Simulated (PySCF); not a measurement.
# Ionisation of furan

System: furan, `c1ccoc1` (C4H4O). Optimised structure (Å), atoms numbered from 1:
```
C     0.3879    0.9227   -0.2461
C    -0.9235    0.3512   -0.2785
C    -0.7825   -0.9280    0.1696
O     0.5064   -1.1808    0.4716
C     1.2100   -0.0594    0.2190
H     0.6790    1.9316   -0.5306
H    -1.8483    0.8298   -0.5934
H    -1.4813   -1.7466    0.3220
H     2.2781   -0.1077    0.4156
```

Energies: ωB97X-D3(BJ)/ma-def2-TZVP (PySCF, density fitting, integration grid level 2) on PBE0-D3(BJ)/def2-SVP structures. The prefix ma- adds one diffuse s and one diffuse p function on all atoms but H. ωB97X-D3(BJ) is ωB97X-V with D3(BJ) in place of VV10. Thermal corrections: PBE0-D3(BJ)/def2-SVP frequencies, unscaled, ideal gas at 298.15 K and 1 bar, quasi-RRHO entropy.

Frontier levels of the parent: HOMO -8.97 eV, LUMO 1.26 eV.

Oxidation to the radical cation:
- Vertical ionisation energy (electronic): 8.91 eV
- Adiabatic ionisation energy (with zero-point energy): 8.73 eV
- Adiabatic, electronic part: 8.77 eV
- Vertical gap at the product's structure: 8.54 eV
- Inner reorganisation energy (four-point): 365 meV
- Relaxation of product / of parent: 143 / 222 meV
- ⟨S²⟩ of the product: 0.766
- Largest spin populations: C3 0.49, C5 0.49
- Largest changes of atomic charge: C5 0.22, C3 0.22, C1 0.11, C2 0.11
- Distances that move most (Å): C1–C5 1.363 → 1.416; C2–C3 1.363 → 1.416; C1–C2 1.431 → 1.380; O4–C5 1.348 → 1.335
- Potential in acetonitrile: 6.27 V absolute, 1.73 V against Fc+/Fc computed at 4.54 V (solvation -13 → -249 kJ/mol)

Solvents are IEF-PCM continua (electrostatics only, gas-phase structures); absolute potentials refer to an electron at rest in vacuum. Fc+/Fc in acetonitrile, 4.54 V, is ωB97X-D3(BJ)/ma-def2-TZVP on PBE0-D3(BJ)/def2-SVP structures with GFN2-xTB thermal terms. Benchmark calculations put it near 5.0 V in acetonitrile and DMSO, so it is about 0.5 V low, and the value against it can read up to that much too high.

Measured values (NIST Chemistry WebBook, evaluated or the median of agreeing entries): adiabatic ionisation energy 8.88 eV (computed 8.73, difference -0.15).
